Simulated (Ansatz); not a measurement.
`S=C=CCl` and `C=C=S` differ in one atom or group.

Ansatz, PBE0-D4/def2-TZVP geometries, multiplicity 1. 

```tsv
property	`S=C=CCl`
LUMO energy (B3LYP/def2-TZVPP) / eV	-3.06
LUMO energy (ωB97M-V/def2-TZVPP) / eV	-0.68
HOMO–LUMO gap (B3LYP/def2-TZVPP) / eV	3.31
HOMO–LUMO gap (ωB97M-V/def2-TZVPP) / eV	7.91
LUMO energy (PBE/def2-TZVPP) / eV	-3.79
size of the dipole moment (B3LYP/def2-TZVPP) / D	0.98
```

Question: Give the same properties after the change, and the shifts. (An estimate is asked.)

Answer: Ansatz gave: 
| property | `C=C=S` | shift |
| --- | --- | --- |
| LUMO energy (B3LYP/def2-TZVPP) / eV | -2.35 | 0.71 |
| LUMO energy (ωB97M-V/def2-TZVPP) / eV | 0.05 | 0.73 |
| HOMO–LUMO gap (B3LYP/def2-TZVPP) / eV | 4.04 | 0.73 |
| HOMO–LUMO gap (ωB97M-V/def2-TZVPP) / eV | 8.70 | 0.79 |
| LUMO energy (PBE/def2-TZVPP) / eV | -3.08 | 0.71 |
| size of the dipole moment (B3LYP/def2-TZVPP) / D | 1.02 | 0.04 |

Dipoles are sizes alone; their direction can turn.

B3LYP here is the variant with VWN-RPA as its local correlation; programs differ in this.
